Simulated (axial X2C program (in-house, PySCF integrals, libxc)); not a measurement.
**A two-component session on SiC⁻: EOM-EA-CCSD levels**

Aim: EOM-EA-CCSD levels of SiC⁻, with spin–orbit coupling in the Hamiltonian from the start.

The runs use an in-house X2C program for linear molecules on PySCF integrals; two-component X2C with atomic mean-field terms, Si dyall-av3z, C dyall-av3z.

All values are calculated.

## 1. Set-up

Contents of task.json:

```json
{"zs": [14, 6], "q": -1, "bas": ["dyall-av3z", "dyall-av3z"], "r0": 1.74, "eom": "ea", "thr": -2.0, "nmax": 92, "grid": [1, 0.96, 1.045, 0.92, 1.09, 1.15], "rq": 0}
```

Keys: zs atomic numbers; q charge; bas basis sets; r0 starting distance in Å; eom kind of EOM run; thr threshold in hartree for freezing inner shells (an s shell follows its p shell); nmax most natural virtual spinors; grid distances as factors.

Launch:

```bash
$ python soeom.py task.json out
```

After this run come: EOM-EA-CCSD at 1.721 Å.

Before running it: what results should come out? Wanted: next root led by one particle; T1 of the reference; lowest state, Re and ωe.

The runs gave:

| quantity | value |
| --- | --- |
| lowest root at 1.721 Å | Ω = 3/2, 2.579 eV |
| next root led by one particle | Ω = 1/2, about 22820 cm⁻¹ higher |
| T1 of the reference | 0.016 |
| lowest state, Re and ωe | 1.760 Å, 943 cm⁻¹ |

The added electron is bound by 2.58 eV in a spinor of 47% C pπ, 44% Si pπ. The closed-shell reference lies 1.15 eV above the lowest determinant found, so these energies count from an excited configuration. Errors of 0.1 to 0.3 eV are usual at this size, and roots led by higher excitations are left out, so the list is incomplete, and low states of that kind can be missing. T1 or the largest double amplitude of the reference is raised, which lowers the reliability.
